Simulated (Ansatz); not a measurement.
# BH3 (borane) at PBE-QIDH/def2-TZVPPD

Aim: the vertical electron affinity of BH3 (borane) at PBE-QIDH/def2-TZVPPD, from 2 runs. 

Program for the calculation: Ansatz 0.2.0.

## Step 1: The structure to begin with

BH3 has 4 atoms, charge 0, and is taken as a singlet. As SMILES, `B`. The shape is that of a PBE0-D4/def2-TZVP optimisation.

Bond lengths: B1–H2 1.193 Å, B1–H3 1.193 Å, B1–H4 1.193 Å. Angles: H2–B1–H3 120.0°, H2–B1–H4 120.0°, H3–B1–H4 120.0°.

## Step 2: A single-point energy at PBE-QIDH/def2-TZVPPD

job.yaml reads:

```yaml
crystal:
  periodic: [false, false, false]
  atoms:
    - {symbol: B, position_ang: [0.013900, -0.015100, -0.005100]}
    - {symbol: H, position_ang: [0.982200, 0.381700, 0.568800]}
    - {symbol: H, position_ang: [-0.276200, -1.171800, 0.043000]}
    - {symbol: H, position_ang: [-0.664400, 0.744900, -0.626900]}
basis:
  gaussian:
    orbitals: def2-TZVPPD.json
hamiltonian:
  xc: {name: PBE-QIDH}
correlation:
  frozen_orbitals: {B: 1, H: 0}
accuracy: high
output:
  orbitals: {seedname: orbitals}
```

The basis set def2-TZVPPD is read from a file made from the Basis Set Exchange's data (not shown).

Launch:

```console
ansatz run job.yaml --threads 1 --pin off --max-ram 3480MiB --events-out events.jsonl --progress --plain --runs-dir runs
```

Log:

```text
Warning: RAYON_NUM_THREADS=1 ignored (pool sized by the plan → 1); use --threads N
Functional definition: PBE-QIDH
  name "PBE-QIDH"
  parameter a = 3^(-1/3)
  parameter c = 1/3
  exchange = (1 - a)*pbe_x + a*exact_x
  correlation = (1 - c)*pbe_c + c*(mp2_os + mp2_ss)
1349 factors; integrals over basis functions are off by at most 2.9e-9 eV
mean field evaluation 1: about -721.4475 eV, gradient 8.6e0 eV
mean field evaluation 2: about -721.4466 eV, gradient 8.6e0 eV
mean field evaluation 4: about -721.6996 eV, gradient 4.8e-1 eV
mean field evaluation 8: about -721.7005 eV, gradient 2.8e-4 eV
mean field evaluation 16: about -721.7005 eV, gradient 6.8e-9 eV
mean field -721.70046770 eV, -26.5220030019 hartree, gradient 6.8e-9 eV, S^2 0.000000; 0 other end points of the search recorded, 0 dependent functions left out
1 core orbitals not correlated: weight in the atoms' cores, before any rotation towards them, 1.000 or more for the frozen orbitals, at most 0.000 for the correlated occupied ones
reference -721.70046876 eV, -26.5220030406 hartree; 3, 3 occupied and 84, 84 virtual orbitals, 1349 factors
second order -3.47395734 eV of doubles, -0.00000000 eV of singles
Total energy: -722.85845454 eV, -26.5645582331 hartree
```

Wall time 2.2 s (1 thread of Arm Neoverse V2, shared host); peak memory 0.16 GiB.

## Step 3: The doublet anion, same level

run.yaml reads:

```yaml
crystal:
  periodic: [false, false, false]
  atoms:
    - {symbol: B, position_ang: [0.013900, -0.015100, -0.005100]}
    - {symbol: H, position_ang: [0.982200, 0.381700, 0.568800]}
    - {symbol: H, position_ang: [-0.276200, -1.171800, 0.043000]}
    - {symbol: H, position_ang: [-0.664400, 0.744900, -0.626900]}
basis:
  gaussian: {orbitals: def2-TZVPPD.json}
total_charge: -1
magnetization: {spin_polarized: true, initial_magnetization: 1}
hamiltonian: {xc: {name: PBE-QIDH}}
correlation: {frozen_orbitals: {B: 1, H: 0}}
accuracy: high
output: {orbitals: {seedname: orbitals}}
```

The basis set def2-TZVPPD is read from a file made from the Basis Set Exchange's data (not shown).

Launch:

```console
ansatz run run.yaml --threads 1 --pin off --max-ram 3480MiB --events-out events.jsonl --progress --plain --runs-dir runs
```

Log, cut to the lines that bear on the results:

```text
Warning: RAYON_NUM_THREADS=1 ignored (pool sized by the plan → 1); use --threads N
[... 2 set-up lines as earlier in the session ...]
[...]
1349 factors; integrals over basis functions are off by at most 2.9e-9 eV
[...]
mean field -721.26004194 eV, -26.5058176536 hartree, gradient 9.7e-8 eV, S^2 0.755976; 2 other end points of the search recorded, 0 dependent functions left out
1 core orbitals not correlated: weight in the atoms' cores, before any rotation towards them, 1.000 or more for the frozen orbitals, at most 0.000 for the correlated occupied ones
reference -721.26004286 eV, -26.5058176876 hartree; 4, 3 occupied and 83, 84 virtual orbitals, 1349 factors
second order -4.20786973 eV of doubles, -0.00000000 eV of singles
Total energy: -722.66266611 eV, -26.5573631410 hartree
```

Run time: 3.6 s. Hardware: 1 thread of Arm Neoverse V2, shared host; peak memory 0.19 GiB.

## Step 4: Summary of results

At PBE-QIDH/def2-TZVPPD, 1 core orbital frozen:

```
                                                               quantity         value
                                              singlet BH3: total energy  -26.56456 Eh
                         singlet BH3: HOMO energy (SCF part's orbitals)     -12.26 eV
                         singlet BH3: LUMO energy (SCF part's orbitals)       0.03 eV
                       singlet BH3: HOMO–LUMO gap (SCF part's orbitals)      12.29 eV
                                            doublet anion: total energy  -26.55736 Eh
doublet anion: HOMO energy (SCF part's orbitals) (highest over α and β)       0.91 eV
 doublet anion: LUMO energy (SCF part's orbitals) (lowest over α and β)       4.61 eV
                                                    doublet anion: ⟨S²⟩         0.756
                      vertical electron affinity (to the doublet anion)     -0.196 eV
```

In words: The anion lies 0.20 eV (4.5 kcal/mol) above the neutral: the electron isn't bound at this level, and such a value depends on the basis. The HOMO of this anion lies above zero, so its frontier levels hang on the basis. The HOMO (doublet anion) lies at positive energy, 0.91 eV: either the electron is unbound or self-interaction and a compact basis push the level up; values depend on the basis.
